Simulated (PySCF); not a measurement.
Consider `[SiH3][SiH2][SiH3]` (H8Si3). Atom numbers as in the mapped SMILES `[SiH3:1][SiH2:2][SiH3:3]`.

Computed at PBE0-D3(BJ)/ma-def2-TZVP // PBE0-D3(BJ)/ma-def2-SVP with PySCF (density fitting, grid level 2). Thermal corrections: GFN2-xTB frequencies, unscaled, ideal gas at 298.15 K and 1 bar, quasi-RRHO entropy. These were taken at the GFN2-xTB minima.

Q: What are the vertical and the adiabatic ionisation energy for forming the radical cation?

A: 9.82 eV vertical and 9.02 eV adiabatic, the latter with zero-point energy.

Q: Where does the unpaired spin of the relaxed radical cation sit?

A: Si2 (silicon) 0.46, Si1 (silicon) 0.23, Si3 (silicon) 0.23 (intrinsic atomic orbital populations).

Q: What oxidation potential follows in DMF (IEF-PCM), given that Fc+/Fc comes at 4.40 V absolute with this functional and basis?

A: In the gas phase ΔG of oxidation is 8.989 eV, and solvation is -1.1 kJ/mol for the parent and -207.5 kJ/mol for the product, so the absolute potential is 6.85 V, or 2.45 V against Fc+/Fc. Fc+/Fc in DMF, 4.40 V, is PBE0-D3(BJ)/ma-def2-TZVP on PBE0-D3(BJ)/def2-SVP structures with GFN2-xTB thermal terms. Benchmark calculations put it near 5.0 V in acetonitrile and DMSO, so it is about 0.6 V low, and the value against it can read up to that much too high. The solvent is electrostatics only, on gas-phase structures; the absolute scale refers to an electron at rest in vacuum.

Q: How far is −ε(HOMO) from the vertical value by ΔSCF?

A: −ε(HOMO) = 8.01 eV, which is 1.81 eV below the ΔSCF value.
